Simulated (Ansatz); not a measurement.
# Scan of [BH₂···H···CH₃], doublet

Starting geometry:

```yaml
atoms:
  - { symbol: B, position_ang: [-1.5149, 0.0000, 0.0000] }
  - { symbol: H, position_ang: [-2.1117, 1.0336, 0.0000] }
  - { symbol: H, position_ang: [-2.1117, -1.0336, 0.0000] }
  - { symbol: H, position_ang: [-0.3215, 0.0000, 0.0000] }
  - { symbol: C, position_ang: [1.3941, 0.0000, 0.0000] }
  - { symbol: H, position_ang: [1.3941, -1.0800, 0.0000] }
  - { symbol: H, position_ang: [1.3941, 0.5400, 0.9353] }
  - { symbol: H, position_ang: [1.3941, 0.5400, -0.9353] }
```

From there H4 is moved from one fragment to the other while all else, the fragments' distance too, stays fixed; atoms are numbered as listed. Energies are in kJ/mol, counted from the starting geometry at the same level. Kohn–Sham curves are unrestricted where that lies lower.

Basis cc-pVDZ; Ansatz 0.2.0. Only valence electrons are correlated (noble-gas cores frozen). R marks a restricted (for open shells ROHF) determinant, U an unrestricted one.

In so small a basis the reference is far from its limit while semilocal and hybrid functionals are nearer theirs (RPA and double hybrids share much of the reference's basis error), so the functionals' errors here hold much of the reference's basis and frozen-core error, which can add to them or hide them.

Full CI isn't at hand for all of this; UCCSDT(Q) serves as the reference, and is uncertain by about the last step of the cluster series.

```json
{"distance B1-H4 (Å)": "1.194", "UCCSDT(Q)": "0.0", "PBE": "0.0", "r2SCAN": "0.0", "B97M-V": "0.0", "PBE0": "0.0", "B3LYP": "0.0", "wB97M-V": "0.0", "B2PLYP": "0.0", "RPA-PBE": "0.0"}
{"distance B1-H4 (Å)": "1.283", "UCCSDT(Q)": "9.7", "PBE": "2.0", "r2SCAN": "5.9", "B97M-V": "6.0", "PBE0": "5.8", "B3LYP": "7.1", "wB97M-V": "8.9", "B2PLYP": "9.1", "RPA-PBE": "8.2"}
{"distance B1-H4 (Å)": "1.462", "UCCSDT(Q)": "45.7", "PBE": "22.0", "r2SCAN": "33.7", "B97M-V": "31.8", "PBE0": "33.3", "B3LYP": "36.8", "wB97M-V": "41.2", "B2PLYP": "42.7", "RPA-PBE": "39.0"}
{"distance B1-H4 (Å)": "1.640", "UCCSDT(Q)": "62.2", "PBE": "34.0", "r2SCAN": "48.4", "B97M-V": "45.7", "PBE0": "47.1", "B3LYP": "52.3", "wB97M-V": "55.1", "B2PLYP": "58.0", "RPA-PBE": "52.0"}
{"distance B1-H4 (Å)": "1.819", "UCCSDT(Q)": "73.3", "PBE": "52.9", "r2SCAN": "62.6", "B97M-V": "59.8", "PBE0": "60.9", "B3LYP": "67.0", "wB97M-V": "65.3", "B2PLYP": "69.3", "RPA-PBE": "64.7"}
```

Q: Judged by the spread of the error over the points with a reference (largest less smallest), which of these follows UCCSDT(Q) best and which worst?

A: Subtracting the UCCSDT(Q) column from each: best B2PLYP (errors from -4.2 to 0.0, spread 4.2 kJ/mol), worst PBE (from -28.2 to 0.0, spread 28.2 kJ/mol). Functionals and wave-function methods converge differently with the basis, so part of this is basis effect.
